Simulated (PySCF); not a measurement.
trifluoromethane (CHF3), SMILES FC(F)F. The structure is a stationary point at B3LYP-D3(BJ)/def2-TZVP.

All values below come from B3LYP-D3(BJ)/def2-TZVP in PySCF.

Harmonic wavenumbers (cm⁻¹): 501, 501, 693, 1133, 1138, 1138, 1389, 1389, 3122. Rotational constants (GHz): 10.25, 10.25, 5.622; symmetry number 3.

Question: Work out the zero-point energy and the ideal-gas rigid-rotor harmonic-oscillator thermochemistry at 298.15 K and 1 atm.

Answer: ZPE = ½ Σ hcν = ½ × 11005 cm⁻¹ = 65.82 kJ/mol. H − E(el) = 77.43 kJ/mol. Entropy in J/(mol K): translation 161.73, rotation 90.50, vibration 7.63, total 259.86. G − E(el) = -0.05 kJ/mol. Cp = 51.28 J/(mol K).
